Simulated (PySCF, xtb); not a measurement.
Isomers of C2H3Si− in order of energy

3 gas-phase structures of C2H3Si−, found in a search over its isomers (lower ones may exist). Each was relaxed with GFN2-xTB:

A. `C#C[SiH2-]`, a singlet
B. `[C-]1=C[SiH2]1`, a singlet
C. `[C-]#C[SiH3]`, a singlet

**Question.** Estimate their order in r2SCAN-D4/def2-SVPD energy at these geometries, lowest first.

**Answer.** Calculated order at r2SCAN-D4/def2-SVPD: C (0.0), A (4.2), B (85.6) kJ/mol. Less than 1 kcal/mol parts C and A, so the order within that pair means little.

Energies above the lowest of each column, in kJ/mol; the last columns are at PBE0-D3(BJ)/def2-SVPD geometries and were run for some of them only (a dash: not run or not comparable):

```json
{"structure": "C", "GFN2-xTB": "0.0", "HF/STO-3G": "18.9", "r2SCAN-D4/def2-SVPD": "0.0", "PBE0-D3(BJ)/def2-SVPD": "15.4", "CCSD(T)/def2-SVPD + ΔMP2/def2-TZVPPD": "1.7"}
{"structure": "A", "GFN2-xTB": "62.8", "HF/STO-3G": "0.0", "r2SCAN-D4/def2-SVPD": "4.2", "PBE0-D3(BJ)/def2-SVPD": "0.0", "CCSD(T)/def2-SVPD + ΔMP2/def2-TZVPPD": "0.0"}
{"structure": "B", "GFN2-xTB": "123.4", "HF/STO-3G": "176.2", "r2SCAN-D4/def2-SVPD": "85.6", "PBE0-D3(BJ)/def2-SVPD": "–", "CCSD(T)/def2-SVPD + ΔMP2/def2-TZVPPD": "–"}
```

CCSD(T)/def2-SVPD + ΔMP2/def2-TZVPPD has A and C within 1 kcal/mol of each other at the bottom, and every level picks one of them. CCSD(T)/def2-SVPD + ΔMP2/def2-TZVPPD orders those it was run on as A (0.0), C (1.7) kJ/mol. Less than 1 kcal/mol parts A and C, so the order within that pair means little. Some further structures that were screened fall inside this span and aren't listed. Frequencies (GFN2-xTB) were run for A, C alone. ΔMP2 is the change of the MP2 energy from the smaller to the larger basis.

Programs: PySCF 2.14.0, xtb 6.7.1.
